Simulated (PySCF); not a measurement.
Simulated Si 2p region for Si(NH2)H3 (`N[SiH3]`), binding energy against the vacuum level.

Every computed line was given a Gaussian of 0.7 eV full width at half maximum and an area set by the number of equivalent atoms (split 2:1 within a doublet); the highest printed point is 100. Theory: PySCF 2.14.0, delta-SCF UKS SCAN, pcX-2 on the ionised atom, pcseg-1 elsewhere, spin-free X2C.

(binding energy (eV), intensity): (106.1, 0), (106.2, 1), (106.3, 3), (106.4, 6), (106.5, 13), (106.6, 24), (106.7, 40), (106.8, 59), (106.9, 78), (107.0, 93), (107.1, 100), (107.2, 99), (107.3, 92), (107.4, 82), (107.5, 73), (107.6, 66), (107.7, 59), (107.8, 51), (107.9, 41), (108.0, 31), (108.1, 21), (108.2, 12), (108.3, 7), (108.4, 3), (108.5, 1), (108.6, 1), (108.7, 0)

Question: Count the maxima, the lines and the sites behind this envelope.

Answer: The curve has 1 maximum (at 107.1 eV). Under it lie 2 lines from 1 inequivalent silicon site, drawn as a 2p3/2, 2p1/2 pair. At this width some lines have no maximum of their own.

Question: Decompose the envelope and assign each component. Bonds: Si1–N2. Hydrogens: H5, H6, H7 on Si1; H3, H4 on N2.

Answer: 
```json
{"position (eV)": "107.09", "relative area": "0.67", "line": "Si 2p3/2", "atoms": "Si1", "environment": "silicon bonded to N and 3 H"}
{"position (eV)": "107.71", "relative area": "0.33", "line": "Si 2p1/2", "atoms": "Si1", "environment": "silicon bonded to N and 3 H"}
```

No satellites, vibrations or lifetime broadening are included. For 2p shells one spin-free hole was relaxed; a mean-field spin–orbit operator and the ground-state splitting of the three 2p orbitals were then diagonalised within the shell. The shell's mean is (2 × 2p3/2 + 2p1/2)/3, and the degeneracies 2j + 1 give areas of 2:1. 2p1/2 minus 2p3/2 (ligand field included): Si 0.62 eV. Isolated species at its PBE0-D3(BJ)/def2-SVP geometry, gas phase.
